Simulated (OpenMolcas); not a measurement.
# A workflow on [CF3]+ (SMILES F[C+](F)F), part 3 of 3

OpenMolcas 26.06.

**6. An energy scan at MC-PDFT[tPBE](2,2)/ANO-R1 (sfX2C) (run 5)**

step5.inp

```
>>> COPY $CurrDir/step2.RasOrb $Project.RasOrb
>>> ForEach K in (1, 2, 3, 4, 5, 6, 7, 8, 9)

&GATEWAY
 Coord = $CurrDir/point$K.xyz
 Basis = ANO-R1
 Group = NoSym

&SEWARD

&RASSCF
 FileOrb = $Project.RasOrb
 Spin = 1
 Nactel = 2 0 0
 Inactive = 15
 Ras2 = 2
 OrbListing = Nothing
 OrbAppear = Compact

&MCPDFT
 KSDFT = T:PBE
>>> EndDo
```

Started as:

```console
$ export MOLCAS_MEM=1860
$ pymolcas step5.inp > step5.log
```

Output:

```text
--- Start Module: gateway ---

                                              &GATEWAY

                       available to each process: 1.9 GB of memory, 1 thread

++    Symmetry information:
      ---------------------

                    Character Table for C1

                             E
                    a        1  x, y, xy, Rz, z, xz, Ry, yz, Rx, I
--

++    Basis set information:
      ----------------------

      Basis set label: F.ANO-R...3S2P1D.

      Electronic valence basis set:
      ------------------
      Associated Effective Charge   9.000000 au
      Associated Actual Charge      9.000000 au
      Nuclear Model: Finite nucleus - Gaussian distribution
        Gaussian exponent, Xi/bohr**(-2):  5.35469E+08

      Shell  nPrim  nBasis  Cartesian Spherical Contaminant
         s      13       3        X
         p       8       2        X
         d       4       1                 X

      Basis set label: C.ANO-R...3S2P1D.

      Electronic valence basis set:
      ------------------
      Associated Effective Charge   6.000000 au
      Associated Actual Charge      6.000000 au
      Nuclear Model: Finite nucleus - Gaussian distribution
        Gaussian exponent, Xi/bohr**(-2):  6.80775E+08

      Shell  nPrim  nBasis  Cartesian Spherical Contaminant
         s      12       3        X
         p       7       2        X
         d       3       1                 X

      Basis set label: F.ANO-R...3S2P1D.

      Electronic valence basis set:
      ------------------
      Associated Effective Charge   9.000000 au
      Associated Actual Charge      9.000000 au
      Nuclear Model: Finite nucleus - Gaussian distribution
        Gaussian exponent, Xi/bohr**(-2):  5.35469E+08

      Shell  nPrim  nBasis  Cartesian Spherical Contaminant
         s      13       3        X
         p       8       2        X
         d       4       1                 X
--

++    Molecular structure info:
      -------------------------

                    ************************************************
                    **** Cartesian Coordinates / bohr, angstrom ****
                    ************************************************

     Center  Label                x              y              z                     x              y              z
        1      F1               1.188498      -0.194965       1.710444              0.628926      -0.103171       0.905128
        2      C2               0.000000       0.000000       0.000000              0.000000       0.000000       0.000000
        3      F3              -1.151788      -1.839459      -0.830346             -0.609500      -0.973400      -0.439400
        4      F4              -0.168186       2.056022      -1.069585             -0.089000       1.088000      -0.566000

                    ***************************************
                    *    InterNuclear Distances / bohr    *
                    ***************************************

               1 F1            2 C2            3 F3            4 F4
    1 F1       0.000000
    2 C2       2.091927        0.000000
    3 F3       3.825822        2.323726        0.000000
    4 F4       3.825715        2.323688        4.024858        0.000000

                    *******************************************
                    *    InterNuclear Distances / angstrom    *
                    *******************************************

               1 F1            2 C2            3 F3            4 F4
    1 F1       0.000000
    2 C2       1.107000        0.000000
    3 F3       2.024538        1.229663        0.000000
    4 F4       2.024481        1.229643        2.129863        0.000000

                    **************************************
                    *    Valence Bond Angles / degree    *
                    **************************************
                          Atom centers                 Phi
                      1 F1       2 C2       3 F3       120.00
                      1 F1       2 C2       4 F4       120.00
                      3 F3       2 C2       4 F4       120.00
--

            Nuclear Potential Energy            134.76035762 au

--- Stop Module: gateway /rc=_RC_ALL_IS_WELL_ ---

--- Start Module: seward ---

                                              &SEWARD

                       available to each process: 1.9 GB of memory, 1 thread

               SEWARD will generate:
                  Multipole Moment integrals up to order  2
                  Kinetic Energy integrals
                  Nuclear Attraction integrals (finite nuclei - Gaussian type)
                  One-Electron Hamiltonian integrals
                  Velocity integrals
                  Relativistic X2C integrals
                  Orbital angular momentum around ( -0.0362   0.0059  -0.0522 )
                  Velocity quadrupole around ( -0.0362   0.0059  -0.0522 )
                  Atomic mean-field integrals
                  Two-Electron Repulsion integrals

                   Integrals are discarded if absolute value <: 1.00E-14
                   Integral cutoff threshold is set to       <: 1.00E-16

            Nuclear Potential Energy            134.76035762 au

      Basis set specifications :
      Symmetry species         a
      Basis functions           56

--- Stop Module: seward /rc=_RC_ALL_IS_WELL_ ---
--- Module seward spent 2 seconds ---

--- Start Module: rasscf ---

                                              &RASSCF

                       available to each process: 1.9 GB of memory, 1 thread

      Header of the ONEINT file:
      --------------------------

      OrdInt status: non-squared

[... 88 lines left out ...]
      Convergence after 11 iterations
[... 12 lines left out ...]
      conf/sym  11     Coeff  Weight
[... 14 lines left out ...]
      RASSCF energy for state  1                   -336.21032517
[... 42 lines left out ...]
      Dipole Moment (debye):
[... 109 lines left out ...]
      Wave function energy weight                0.00
[... 229 lines left out ...]
      Nuclear repulsion energy =  130.07994273
[... 89 lines left out ...]
      printout of CI-coefficients larger than  0.05 for root  1
[... 9 lines left out ...]
      *                                                    Final results                                                     *
[... 19 lines left out ...]
::    RASSCF root number  1 Total energy:   -336.23455861
[... 83 lines left out ...]
      Spin density orbitals for root   1 are written to the SPDORB.1 file
[... 117 lines left out ...]
      Total MCPDFT energy for state   1                                  -337.28206591
[... 246 lines left out ...]
      Convergence after 12 iterations
[... 12 lines left out ...]
      conf/sym  11     Coeff  Weight
[... 14 lines left out ...]
      RASSCF energy for state  1                   -336.21932443
[... 42 lines left out ...]
      Dipole Moment (debye):
[... 109 lines left out ...]
      Wave function energy weight                0.00
[... 229 lines left out ...]
      Nuclear repulsion energy =  120.90038746
[... 89 lines left out ...]
      printout of CI-coefficients larger than  0.05 for root  1
[... 9 lines left out ...]
      *                                                    Final results                                                     *
[... 19 lines left out ...]
::    RASSCF root number  1 Total energy:   -336.17478120
[... 83 lines left out ...]
      Spin density orbitals for root   1 are written to the SPDORB.1 file
[... 117 lines left out ...]
      Total MCPDFT energy for state   1                                  -337.21735063
[... 244 lines left out ...]
      Convergence after 13 iterations
[... 12 lines left out ...]
      conf/sym  11     Coeff  Weight
[... 14 lines left out ...]
      RASSCF energy for state  1                   -336.11975884
[... 42 lines left out ...]
      Dipole Moment (debye):
[... 110 lines left out ...]
      Wave function energy weight                0.00
[... 227 lines left out ...]
      Nuclear repulsion energy =  109.76585449
[... 89 lines left out ...]
      printout of CI-coefficients larger than  0.05 for root  1
[... 9 lines left out ...]
      *                                                    Final results                                                     *
[... 19 lines left out ...]
::    RASSCF root number  1 Total energy:   -336.07641245
[... 84 lines left out ...]
      Spin density orbitals for root   1 are written to the SPDORB.1 file
[... 117 lines left out ...]
      Total MCPDFT energy for state   1                                  -337.08425253
[... 244 lines left out ...]
      Convergence after  8 iterations
[... 12 lines left out ...]
      conf/sym  11     Coeff  Weight
[... 14 lines left out ...]
      RASSCF energy for state  1                   -336.05407170
[... 42 lines left out ...]
      Dipole Moment (debye):
[... 110 lines left out ...]
      Wave function energy weight                0.00
[... 227 lines left out ...]
      Nuclear repulsion energy =   99.32179942
[... 89 lines left out ...]
      printout of CI-coefficients larger than  0.05 for root  1
[... 9 lines left out ...]
      *                                                    Final results                                                     *
[... 19 lines left out ...]
::    RASSCF root number  1 Total energy:   -336.04704817
[... 84 lines left out ...]
      Spin density orbitals for root   1 are written to the SPDORB.1 file
[... 117 lines left out ...]
      Total MCPDFT energy for state   1                                  -337.03467958
[... 244 lines left out ...]
      Convergence after  8 iterations
[... 12 lines left out ...]
      conf/sym  11     Coeff  Weight
[... 14 lines left out ...]
      RASSCF energy for state  1                   -336.04642115
[... 42 lines left out ...]
      Dipole Moment (debye):
[... 13 lines left out ...]
      LoProp population analysis for root number:  1
      -----------------------------------------------

++    LoProp analysis:
      ----------------

++    Static properties:
      ------------------

      LoProp Charges per center

                   F1       C2       F3       F4
      Nuclear      9.0000   6.0000   9.0000   9.0000
      Electronic  -8.9996  -5.0533  -8.9735  -8.9735

      Total        0.0004   0.9467   0.0265   0.0265
--

      Natural Bond Order analysis for root number:  1

++    Natural Bond Order analysis
      ---------------------------
      Based on LoProp computed density
      -------------------------------------------------------------------------------------
      Atom A       Atom B       Bond Order
      -------------------------------------------------------------------------------------
      NBO located      1.000 non-bonded electrons on atom F1
      NBO located      1.019 non-bonded electrons on atom F1
      NBO located      1.002 non-bonded electrons on atom F1
      NBO located      0.995 non-bonded electrons on atom C2
      NBO located      1.000 non-bonded electrons on atom F3
      NBO located      0.978 non-bonded electrons on atom F3
      NBO located      1.000 non-bonded electrons on atom F4
      NBO located      0.946 non-bonded electrons on atom F4
      The remaining    8.990 electrons are to be considered as diffuse
--

--

      Average orbitals are written to the RASORB file
      Natural orbitals for root   1 are written to the RASORB.1 file
      Spin density orbitals for root   1 are written to the SPDORB.1 file

--- Stop Module: rasscf /rc=_RC_ALL_IS_WELL_ ---
--- Module rasscf spent 1 second ---

--- Start Module: mcpdft ---

                                              &MCPDFT

                       available to each process: 1.9 GB of memory, 1 thread

 ###############################################################################
 ###    WARNING: Deprecation warning: KSDF should be replaced                ###
 ###    with FUNC keyword                                                    ###
 ###############################################################################

++    Wave function specifications:
      -----------------------------

      Number of closed shell electrons          30
      Number of electrons in active shells       2
      Max number of holes in RAS1 space          0
      Max nr of electrons in RAS3 space          0
      Number of inactive orbitals               15
      Number of active orbitals                  2
      Number of secondary orbitals              39
      Spin quantum number                      0.0
      State symmetry                             1
      Number of CSFs                             3
      Number of RASSCF root(s) available         1
--

++    Orbital specifications:
      -----------------------

      Symmetry species                           1
                                                 a
      Frozen orbitals                            0
      Inactive orbitals                         15
      Active orbitals                            2
      RAS1 orbitals                              0
      RAS2 orbitals                              2
      RAS3 orbitals                              0
      Secondary orbitals                        39
      Deleted orbitals                           0
      Number of basis functions                 56
--

++    MCPDFT specifications:
      ----------------------

      Cholesky decomposition                     Off
      Type of calculation                        MC-PDFT
      On-Top Functional                          T:PBE
      Exchange scaling factor                    1.00
      Correlation scaling factor                 1.00
      Wave function energy weight                0.00
--

      Numerical integration parameters
      --------------------------------
      Radial quadrature type:                         MHL
      Size of radial grid:                            75
      Lebedev angular grid:                           29
      Angular grid pruned with the crowding factor:  3.00E+00
                                 and fading factor:  6.00E+00
      Screening threshold for integral computation:   1.00E-11
      Radial quadrature accuracy:                     1.00E-25
      Maximum batch size:                             128
      AO values are stored on disk

++    DFT functional specifications:
      ------------------------------
      Using Libxc version: 6.2.2
      Please cite the following reference:
      S. Lehtola, C. Steigemann, M. J.T. Oliveira, and M. A.L. Marques.,  SoftwareX 7, 1–5 (2018) doi:10.1016/j.softx.2017.11.002

      * Perdew, Burke & Ernzerhof
        - J. P. Perdew, K. Burke, and M. Ernzerhof.,  Phys. Rev. Lett. 77, 3865 (1996) doi:10.1103/PhysRevLett.77.3865
        - J. P. Perdew, K. Burke, and M. Ernzerhof.,  Phys. Rev. Lett. 78, 1396 (1997) doi:10.1103/PhysRevLett.78.1396
      * Perdew, Burke & Ernzerhof
        - J. P. Perdew, K. Burke, and M. Ernzerhof.,  Phys. Rev. Lett. 77, 3865 (1996) doi:10.1103/PhysRevLett.77.3865
        - J. P. Perdew, K. Burke, and M. Ernzerhof.,  Phys. Rev. Lett. 78, 1396 (1997) doi:10.1103/PhysRevLett.78.1396
--
   File JOBOLD not found -- use JOBIPH.
      The MO-coefficients are taken from the file:
      JOBIPH
 Reference MC-SCF energies taken from JOBIPH

++    MC-PDFT RESULTS, STATE 0001
      ---------------------------

      MCSCF reference energy                                             -336.04642115

      Integrated total density:                                                 32.000
      Integrated alpha density before functional transformation:                16.000
      Integrated  beta density before functional transformation:                16.000
      Integrated alpha density  after functional transformation:                16.996
      Integrated  beta density  after functional transformation:                15.004
      Integrated alpha tau     before functional transformation:                 0.000
      Integrated  beta tau     before functional transformation:                 0.000
      Integrated alpha tau      after functional transformation:                 0.000
      Integrated  beta tau      after functional transformation:                 0.000
      NOTE:
      Densities after transformation are intermediate quantities
      and should not be interpreted as real spin densities

      Exchange energy scaling factor                                          1.000000
      Correlation energy scaling factor                                       1.000000

      Integrated alpha exchange energy                                      -18.208179
      Integrated beta  exchange energy                                      -16.817692
      Integrated  correlation   energy                                       -1.076743

      Nuclear Repulsion energy                                             93.68430054
      CASSCF contribution energy                                         -300.92986047
      On-top energy                                                       -36.10261353

      Total MCPDFT energy for state   1                                  -337.03247401
--

::    MCPDFT root number  1 Total energy:   -337.03247401

--- Stop Module: mcpdft /rc=_RC_ALL_IS_WELL_ ---

>>> END FOREACH

.##################.
.# Happy landing! #.
.##################.

    Timing: Wall=42.64 User=37.41 System=5.14
```

It took 43 s on 1 thread of Intel Xeon Platinum 8375C at 2.90GHz (Ice Lake), shared host; peak memory 0.4 GiB.

The scan, from its lowest point:

| C2–F1 (Å) | energy (kJ/mol) |
| --- | --- |
| 1.107 | 74.4 |
| 1.230 | 0.0 |
| 1.353 | 37.8 |
| 1.537 | 169.9 |
| 1.783 | 355.9 |
| 2.090 | 519.4 |
| 2.459 | 614.5 |
| 2.951 | 649.5 |
| 3.689 | 655.3 |

**7. Summary of results**

The summary covers parts 1 to 3.

| quantity | value |
| --- | --- |
| run 1, HF/ANO-R0: total energy | -335.72779 Eh |
| run 1, HF/ANO-R0: HOMO energy | -27.25 eV |
| run 1, HF/ANO-R0: LUMO energy | -7.02 eV |
| run 1, HF/ANO-R0: HOMO–LUMO gap | 20.23 eV |
| run 2, CASSCF(2,2)/ANO-R1: total energy | -336.23456 Eh |
| run 3, CASPT2(2,2)/ANO-R1: lowest energy of the scan | -336.90503 Eh |
| run 4, SC-NEVPT2(2,2)/ANO-R1: lowest energy of the scan | -336.90317 Eh |
| run 5, MC-PDFT[tPBE](2,2)/ANO-R1: lowest energy of the scan | -337.28207 Eh |
